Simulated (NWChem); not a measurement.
Atomisation of propyne (C3H4)

SMILES: C#CC
```xyz
7

C      1.2234    -0.1960     0.0000
C     -0.2116     0.0353     0.0000
C     -1.4074     0.2252     0.0000
H      1.4491    -1.2737     0.0000
H      1.6966     0.2476     0.8898
H      1.6966     0.2476    -0.8898
H     -2.4686     0.3908     0.0000
```
Charge 0, spin multiplicity 1.

All runs are NWChem calculations. Structure: optimised with PBE0/def2-SVP, a minimum by its harmonic frequencies.

Basis set: def2-TZVP. The atomisation energy is electronic alone: no zero-point, thermal, spin-orbit or counterpoise terms. No value is extrapolated to the basis-set limit. Free atoms are single determinants with multiplicities C 3, H 2. Correlated methods freeze the same cores in atoms and molecule, 3 orbitals in all.

Costs are rough ratios of processor time within this set of runs, SCF included, with HF as 1. Costs are the molecule's.

B3LYP has NWChem's definition, with VWN1-RPA local correlation. No SCF solution was tested for a lower state. Open-shell Hartree-Fock references start from PBE0 orbitals; any time given for them includes that run.

```json
[
 {"method": "PBE0", "atomisation energy (kcal/mol)": "706.7", "relative cost": "under 3"},
 {"method": "HF", "atomisation energy (kcal/mol)": "522.2", "relative cost": "1"},
 {"method": "BP86", "atomisation energy (kcal/mol)": "724.8", "relative cost": "under 3"},
 {"method": "PBE", "atomisation energy (kcal/mol)": "720.4", "relative cost": "under 3"},
 {"method": "B3LYP", "atomisation energy (kcal/mol)": "(withheld)", "relative cost": "under 3"},
 {"method": "MP2", "atomisation energy (kcal/mol)": "693.6", "relative cost": "under 3"},
 {"method": "TPSS", "atomisation energy (kcal/mol)": "706.8", "relative cost": "under 3"},
 {"method": "LDA (SVWN5)", "atomisation energy (kcal/mol)": "800.8", "relative cost": "under 3"},
 {"method": "r2SCAN", "atomisation energy (kcal/mol)": "(withheld)", "relative cost": "under 3"}
]
```

### Question
Fill in the missing entries.

### Answer

- B3LYP, atomisation energy (kcal/mol): 701.3
- r2SCAN, atomisation energy (kcal/mol): 703.4
